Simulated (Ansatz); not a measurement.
Basis-set extrapolation for C₃H₁₀Si, SMILES `CC(C)[SiH3]` (PBE0-D4/def2-TZVP geometry, frozen core, Ansatz). Multiplicity 1, RHF reference.

```json
{"": "HF", "def2-TZVPP": "-408.411013", "def2-QZVPP": "-408.425881"}
{"": "MP2 correlation", "def2-TZVPP": "-0.668657", "def2-QZVPP": "-0.710888"}
{"": "CCSD(T) correlation", "def2-TZVPP": "-0.754243", "def2-QZVPP": "not run"}
```

Energies in hartree. Use E(X) = E(∞) + A·exp(−7.88·√X) for Hartree–Fock and E(X) = E(∞) + B·X^(−2.97) for correlation, with X = 3 and 4, and add CCSD(T) minus MP2 of the smaller set to the MP2 limit.

Task: What is the CCSD(T) energy at the basis-set limit?

Result: HF limit: -408.425881 + (-0.014868) × 0.13774 = -408.42793. MP2 limit: -0.710888 + (-0.042231) × 0.74074 = -0.74217. Higher-order term: -0.754243 − (-0.668657) = -0.08559. Total: -409.25569 hartree, 56.7 kcal/mol below CCSD(T)/def2-TZVPP.
